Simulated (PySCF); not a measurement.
This PySCF input asks for the NMR shieldings of `C=C[S@@](C)=O`, C$_{3}$H$_{6}$OS; the geometry comes from GFN2-xTB.

```python
import basis_set_exchange as bse
import numpy as np
from pyscf import gto, dft
from pyscf.prop import nmr

atoms = """
C     1.872782   -0.151758   -0.257046
C     0.789057    0.530630   -0.551828
S    -0.426739    0.912423    0.749071
C    -1.694778   -0.244796    0.043373
O     0.072654    0.277075    1.967059
H     2.637038   -0.397895   -0.974997
H     2.014424   -0.495096    0.756934
H     0.547322    0.937556   -1.519386
H    -1.270701   -1.240339   -0.025050
H    -1.991038    0.122475   -0.932087
H    -2.544596   -0.247603    0.717993
"""
names = dict.fromkeys(["C", "S", "O", "H"], "pcSseg-1")
basis = {el: gto.basis.parse(bse.get_basis(n, elements=[el], fmt="nwchem")) for el, n in names.items()}
mol = gto.M(atom=atoms, basis=basis, charge=0, verbose=0)
mf = dft.RKS(mol, xc="PBE0")
mf.grids.level = 2
mf.grids.alignment = dft.numint.BLKSIZE   # the property module wants whole blocks of grid points
mf.conv_tol = 1e-9
mf.kernel()

calc = nmr.RKS(mf)   # GIAO
C = mf.mo_coeff
Co = C[:, mf.mo_occ > 0]
resp = mf.gen_response(singlet=True, hermi=2)
def vind(x):   # induced exchange potential for any number of trial vectors
    d = np.einsum("pi,xij,qj->xpq", C, 2 * x.reshape(-1, C.shape[1], Co.shape[1]), Co, optimize=True)
    return np.einsum("xpq,pi,qj->xij", resp(d - d.transpose(0, 2, 1)), C, Co, optimize=True).ravel()
mo1, _ = nmr.rhf.solve_mo1(calc, with_cphf=vind)
sigma = calc.kernel(mo1)
for i, s in enumerate(sigma):   # ppm
    print("%2d %-2s %9.2f" % (i, mol.atom_pure_symbol(i), np.trace(s) / 3))
```

Question: Give the expected output.

Answer: 
```
 0 C      62.55
 1 C      29.01
 2 S     203.82
 3 C     138.06
 4 O     297.63
 5 H      25.32
 6 H      25.11
 7 H      24.95
 8 H      29.51
 9 H      29.78
10 H      29.07
```

These numbers come from an equivalent density-fitted implementation of the same equations, which agrees with the script to about 0.01 ppm for H and up to a few tenths of a ppm for heavy atoms, so last digits may differ.

Question: Turn these shieldings into chemical shifts. Chemical shifts δ = σref − σ; TMS for $^{13}$C (σref 186.93), $^{1}$H (σref 31.72); CS2 for $^{33}$S (σref 503.73); $^{17}$O (σref 336.08) against H2O, all at this level.

Answer: Averaging equivalent atoms: C 1: 157.9; C 0: 124.4; C 3: 48.9; S 2: 300; O 4: 38.4; H 7: 6.76; H 6: 6.61; H 5: 6.40; H 8/9/10: 2.26 ppm. Experimental scales use liquid or dissolved standards, which lie at an offset from isolated H2O (liquid H2O: subtract about 36 ppm).

Size and cost of the density-fitted run: 122 basis functions, about 7 core-seconds.
